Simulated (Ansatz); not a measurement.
Cd₂P₃I (C2/c, No. 15; cell taken from a computed entry), treated with HSE06+SOC (Ansatz, an electronic-structure program, plane waves, PAW).

Numerical settings: plane-wave cutoff 460 eV, 4×4×4 k mesh, Fermi–Dirac smearing 0.01 eV, PAW data made under PBE.

Cell (relaxed with PBEsol):

```yaml
crystal:
  lattice:
    - [4.10328, -4.62610, -0.00732]
    - [4.10328, 4.62610, -0.00732]
    - [-1.24469, 0.00000, 7.36822]
  atoms:
    - { symbol: Cd, position: [0.10770, 0.39513, 0.28366] }
    - { symbol: Cd, position: [0.89230, 0.60487, 0.71634] }
    - { symbol: Cd, position: [0.60487, 0.89230, 0.21634] }
    - { symbol: Cd, position: [0.39513, 0.10770, 0.78366] }
    - { symbol: P, position: [0.80324, 0.19676, 0.75000] }
    - { symbol: P, position: [0.19676, 0.80324, 0.25000] }
    - { symbol: P, position: [0.84116, 0.93251, 0.53632] }
    - { symbol: P, position: [0.15884, 0.06749, 0.46368] }
    - { symbol: P, position: [0.06749, 0.15884, 0.96368] }
    - { symbol: P, position: [0.93251, 0.84116, 0.03632] }
    - { symbol: I, position: [0.37933, 0.62067, 0.75000] }
    - { symbol: I, position: [0.62067, 0.37933, 0.25000] }
```

Task: What does this level give for the band gap, smallest direct gap on the k points sampled and Γ–Γ gap?

Result: 
- band gap: 1.83 eV (indirect)
- smallest direct gap on the k points sampled: 2.32 eV
- Γ–Γ gap: 2.76 eV

Note: cell and atoms aren't relaxed at this level (largest force component 0.26 eV/Å, pressure 1.8 GPa).

The computed numbers hold no vibrational or temperature effects.

Cost on a shared machine: roughly 2.2 core-hours.
